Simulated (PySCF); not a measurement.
Work out the structure from these simulated measurements.

Formula: CCl3F.

- UV, first state: lowest singlet excitation: 6.05 eV (205 nm, f = 0.000) [TDDFT B3LYP/def2-SVPD]
- Dipole: 0.41 D [B3LYP/def2-SVPD]
- Rotational structure: rotational constants A, B, C: 2.444, 2.444, 1.709 GHz [GFN2-xTB]
- Polarisability: 57.3 au [B3LYP/def2-SVPD]
- UV, strongest line: among the 8 lowest singlet transitions: S4/S5 at 7.26 eV (171 nm, f = 0.041 summed over these states) [TDDFT B3LYP/def2-SVPD]
- Triplet: lowest triplet excitation (Tamm–Dancoff): 5.53 eV [TDA B3LYP/def2-SVPD]
- XPS: Cl2p3/2 207.3 (×3), C1s 298.0, F1s 694.4, Cl1s 2829.9 (×3) eV [ΔSCF SCAN, pcX-2 on the ionised atom, pcseg-1 elsewhere, spin-free X2C, 2p3/2 from a spin–orbit splitting computed afterwards within the 2p shell]

The electronic properties come from PySCF, for the isolated species, density fitting. Levels stand in brackets. Isolated species at its GFN2-xTB geometry, gas phase.

Q: What is the compound? Reason from the data.

A: Numbering: `[F:1][C:2]([Cl:3])([Cl:4])[Cl:5]`. Its formula, CCl3F, gives 0 degrees of unsaturation, so no ring and no π bond. The core levels belong to: Cl2p3/2 207.3 eV, chlorine of a CCl3 group [Cl3/Cl4/Cl5]; C1s 298.0 eV, CCl3 carbon [C2]; F1s 694.4 eV, alkyl fluorine [F1]; Cl1s 2829.9 eV, chlorine of a CCl3 group [Cl3/Cl4/Cl5]. S1 is mainly HOMO→LUMO (weight 0.99); the largest Löwdin shares of the orbital it empties are 0.33 on each of 3 atoms of one kind (chlorine of a CCl3 group), of the orbital it fills 0.25 on each of 3 atoms of one kind (chlorine of a CCl3 group) and 0.24 on the CCl3 carbon. The optimised geometry has point group C3v and is an oblate symmetric top. Structure: trichlorofluoromethane, `FC(Cl)(Cl)Cl`. The assignments are read from this structure; whether some other isomer fits the data as well wasn't checked.
